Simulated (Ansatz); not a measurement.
# Scan of the F1–Al2 bond length

AlHClF (SMILES [F][AlH][Cl]), closed shell, at its PBE0-D4/def2-TZVP minimum:

| atom | x (Å) | y (Å) | z (Å) |
| --- | --- | --- | --- |
| F1 | 0.4699 | -1.0269 | 1.2447 |
| Al2 | 0.1207 | 0.0301 | 0.0400 |
| Cl3 | -1.6168 | -0.2902 | -1.0565 |
| H4 | 1.0817 | 1.2267 | -0.2486 |

The bond length F1–Al2 (1.640 Å at the minimum) is set to the values below, the two halves moving rigidly along the bond. Each method's energies count from its own value at the PBE0-D4 minimum structure. Program: Ansatz 0.2.0. Basis: def2-TZVPP. Cores are frozen in the correlated methods. B3LYP uses VWN-RPA correlation.

```
bond length (Å)  CCSD(T) (kcal/mol)  PBE-D4 (kcal/mol)
          1.411               29.87              31.71
          1.459               16.96              18.54
          1.530                5.53               6.58
          1.612                   ?               0.64
          1.704                1.18               0.49
          1.802                6.76               4.93
          1.907                   ?              12.68
          2.017               26.91              22.45
          2.132                   ?              33.33
```

Problem. Fill in the withheld CCSD(T) values. (To be estimated.)

Solution. By the calculation: 0.35 kcal/mol at 1.612 Å; 15.77 kcal/mol at 1.907 Å; 39.24 kcal/mol at 2.132 Å. These count from the CCSD(T) energy at the PBE0-D4 minimum.

Minimum and curvature along this coordinate at CCSD(T): A fifth-order fit through the nearest points gives 1.643 Å, with a curvature of about 30 eV/Å².

Problem. Treat the two halves as rigid bodies and work out the harmonic wavenumber of this stretch from that curvature (ν̃ = 521.5 √(k/μ) cm⁻¹ with k in eV/Å² and μ in u).

Solution. The halves weigh 19.00 and 63.44 u, so μ = 19.00 × 63.44/82.44 = 14.621 u and ν̃ = 521.5 √(30/14.621) ≈ 750 cm⁻¹. A true normal mode mixes in other motions, so this is a guide only.

Largest difference from the CCSD(T) curve over the scan: r2SCAN-D4 1.05; PBE0-D4 1.23; B3LYP-D4 2.14; wB97M-V 1.07 kcal/mol. Each curve counts from its own value at the minimum.

T1 diagnostic: at most 0.016.

For scale, one of the runs: CCSD(T)/def2-TZVPP, 129 basis functions (an equivalent command: `ansatz run in.yaml --threads 2`). Hardware: 2 CPU threads, shared host. Wall time 3.5 s; peak host memory 0.69 GiB.
